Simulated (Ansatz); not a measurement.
Consider the formal loss of a carbene: `CON` → `[CH2]` (triplet) + `NO`.

Computed with Ansatz on PBE0-D4/def2-TZVP structures; ΔE is electronic, products minus reactants. CCSD(T)/CBS is extrapolated from def2-TZVPP and def2-QZVPP, frozen cores. Functionals use def2-TZVPP. Triplets are unrestricted, without spin–orbit coupling. Each species was taken in one conformer, which may not be the lowest.

| level | ΔE (eV) | difference from CCSD(T)/CBS |
| --- | --- | --- |
| LDA (SPW92) | 4.90 | 0.82 |
| BLYP-D4 | 4.10 | 0.02 |
| ωB97X-V | 4.26 | 0.18 |
| LC-ωPBE | 3.99 | -0.09 |
| MP2/def2-SVP | 4.06 | -0.02 |
| CCSD/CBS(def2) | 3.96 | -0.12 |
| CCSD/cc-pV(D+d)Z | 3.84 | -0.24 |
| HF/cc-pV(T+d)Z | 2.71 | -1.37 |
| MP2/cc-pV(T+d)Z | 4.11 | 0.03 |
| CCSD/cc-pV(T+d)Z | 3.91 | -0.17 |
| CCSD(T)/CBS | 4.08 | 0 |

Largest T1 diagnostic among the species: 0.011.

At CCSD(T), def2-SVP lies −0.06 eV from the extrapolated value and def2-TZVPP −0.08 eV. From PBE to PBE0 (25 % exact exchange), in def2-TZVPP and without D4, ΔE moves by −0.11 eV.
